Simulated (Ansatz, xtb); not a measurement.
## Redistribution: CH2F2 + C2H3F3O → CH3FO + C2H2F4

Species: CH2F2 (difluoromethane) `FCF`, singlet; C2H3F3O (2,2,2-trifluoroethanol) `OCC(F)(F)F`, singlet; CH3FO `OCF`, singlet; C2H2F4 (norflurane) `FCC(F)(F)F`, singlet. The partners trade F for OH; both sit on C, so the bond types are kept.

Shapes, held fixed at every level: PBE0-D4/def2-TZVP. Flexible molecules stand in one conformer, not always the lowest. Programs: Ansatz 0.2.0, xtb 6.7.1. The zero-point and thermal change to 298 K, harmonic and unscaled (PBE0-D4/def2-TZVP), is 0.0 kJ/mol.

**Question.** Estimate ΔH(298 K) of this reaction.

**Answer.** The highest level, CCSD(T)/CBS estimate, gives ΔH(298 K) = +5.3 kJ/mol; the levels span +4.1 to +6.5. The column of differences is taken from that level and isn't an error. No measured value is set beside it here. The CBS estimate extrapolates MP2 from def2-TZVPP and def2-QZVPP and adds CCSD(T) − MP2 in the triple-zeta set, cores frozen.

| level | kind | ΔH(298 K) (kJ/mol) | less CCSD(T)/CBS estimate |
| --- | --- | --- | --- |
| GFN2-xTB | semi-empirical | +4.1 | -1.2 |
| HF/def2-SVP | Hartree–Fock | +6.5 | +1.2 |
| SPW92/def2-TZVPP | LDA | +5.2 | -0.1 |
| r2SCAN-D4/def2-TZVPP | meta-GGA | +4.7 | -0.6 |
| BHLYP-D4/def2-TZVPP | global hybrid | +4.9 | -0.4 |
| wB97M-V/def2-TZVPP | range-separated hybrid | +5.0 | -0.3 |
| wB97X-V/def2-TZVPP | range-separated hybrid | +4.8 | -0.5 |
| CCSD(T)/CBS estimate | coupled cluster or CI | +5.3 | 0.0 |
